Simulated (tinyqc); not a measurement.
Geometry optimisation on the UHF/sto-6g surface (energies and gradients from PySCF), for BH, spin multiplicity 3, step by step. Computed by tinyqc, a small Python program that keeps every step (integrals from PySCF). Settings: charge = 0, multiplicity = 3, basis = sto-6g, optimiser = sd, first Hessian = 0.15, largest step = 0.1, iteration cap = 30. Command: `OMP_NUM_THREADS=1 python tinyqc.py 25105 25106 out.jsonl` (the two numbers bound the seeds that draw the settings). One thread of a shared host (Intel(R) Xeon(R) Processor @ 2.60GHz), about 4 s of CPU time with the checks.

## Step 1: energy and gradient

positions at the start (bohr), order 1B, 2H:
$$\begin{pmatrix}
0.000000 & 0.000000 & 0.000000 \\
0.000000 & 0.000000 & 2.167516
\end{pmatrix}$$

Self-consistent energy and analytic gradient at these positions.

energy = -25.00530713 hartree

gradient (hartree/bohr), order 1B, 2H:
$$\begin{pmatrix}
0.00000000 & 0.00000000 & 0.00114362 \\
0.00000000 & 0.00000000 & -0.00114362
\end{pmatrix}$$

## Step 1: move

Steepest descent, p = -g / 0.15; steps longer than 0.1 bohr are cut back.

positions after step 1 (bohr), order 1B, 2H:
$$\begin{pmatrix}
0.000000 & 0.000000 & -0.007624 \\
0.000000 & 0.000000 & 2.175140
\end{pmatrix}$$

## Step 2: energy and gradient

As before.

energy = -25.00528168 hartree

gradient (hartree/bohr), order 1B, 2H:
$$\begin{pmatrix}
0.00000000 & 0.00000000 & -0.00444782 \\
0.00000000 & 0.00000000 & 0.00444782
\end{pmatrix}$$

## Step 2: move

As before.

positions after step 2 (bohr), order 1B, 2H:
$$\begin{pmatrix}
0.000000 & 0.000000 & 0.022028 \\
0.000000 & 0.000000 & 2.145488
\end{pmatrix}$$

## Convergence

Stop when the largest gradient component is below 3e-5 hartree/bohr.

Course of the optimisation:
```
step   E (hartree)  largest gradient (hartree/bohr)
1     -25.00530713                         1.14e-03
2     -25.00528168                         4.45e-03
3     -25.00488149                         1.85e-02
4     -25.00377750                         3.13e-02
5     -25.00488149                         1.85e-02
6     -25.00377750                         3.13e-02
7     -25.00488149                         1.85e-02
8     -25.00377750                         3.13e-02
9     -25.00488149                         1.85e-02
10    -25.00377750                         3.13e-02
11    -25.00488149                         1.85e-02
12    -25.00377750                         3.13e-02
13    -25.00488149                         1.85e-02
14    -25.00377750                         3.13e-02
15    -25.00488149                         1.85e-02
16    -25.00377750                         3.13e-02
17    -25.00488149                         1.85e-02
18    -25.00377750                         3.13e-02
19    -25.00488149                         1.85e-02
20    -25.00377750                         3.13e-02
21    -25.00488149                         1.85e-02
22    -25.00377750                         3.13e-02
23    -25.00488149                         1.85e-02
24    -25.00377750                         3.13e-02
25    -25.00488149                         1.85e-02
26    -25.00377750                         3.13e-02
27    -25.00488149                         1.85e-02
28    -25.00377750                         3.13e-02
29    -25.00488149                         1.85e-02
30    -25.00377750                         3.13e-02
```

Distances after the last move, whose energy is not in the table (angstrom):
```
pair   distance
2H-1B  1.123687
```

Not converged within 30 steps: the energy rises at some steps, so steps overshoot. Reruns: method bfgs, first Hessian 0.6, largest step 0.3: converged in 3 (E = -25.00531).
